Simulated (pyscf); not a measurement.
PySCF, gas phase, ωB97X-D3(BJ)/def2-SVP geometries.

Question: PBE/def2-TZVP puts the barrier of H₃Ge–SnH₃ (SMILES [GeH3][SnH3]) + HF (SMILES F) -> F–SnH₂–GeH₃ (SMILES [F][SnH2][GeH3]) + H₂ (SMILES [H][H]) (four-centre exchange; singlet surface; H–Sn, F–H broken, F–Sn, H–H formed) at 83.5 kJ/mol and the reaction energy at -42.1 kJ/mol, from the separated reactants. What do r²SCAN/def2-TZVP, B3LYP-D3(BJ)/def2-TZVP, ωB97M-D3(BJ)/def2-TZVP give on the same structures?

Answer: r²SCAN: ΔE‡ = 88.6 kJ/mol, ΔE = -46.9 kJ/mol; B3LYP-D3(BJ): ΔE‡ = 99.7 kJ/mol, ΔE = -44.8 kJ/mol; ωB97M-D3(BJ): ΔE‡ = 110.4 kJ/mol, ΔE = -36.2 kJ/mol. PBE's barrier lies under all of them, by 5.1 to 26.9 kJ/mol. Its reaction energy lies among theirs. At the saddle there is also a short H–Sn contact that neither side keeps. This is the saddle that the search found; another between the same sides may lie lower. Elements up to Kr have no core potential and no relativistic terms here. Elements past Kr carry the def2 core potentials, without spin-orbit coupling.
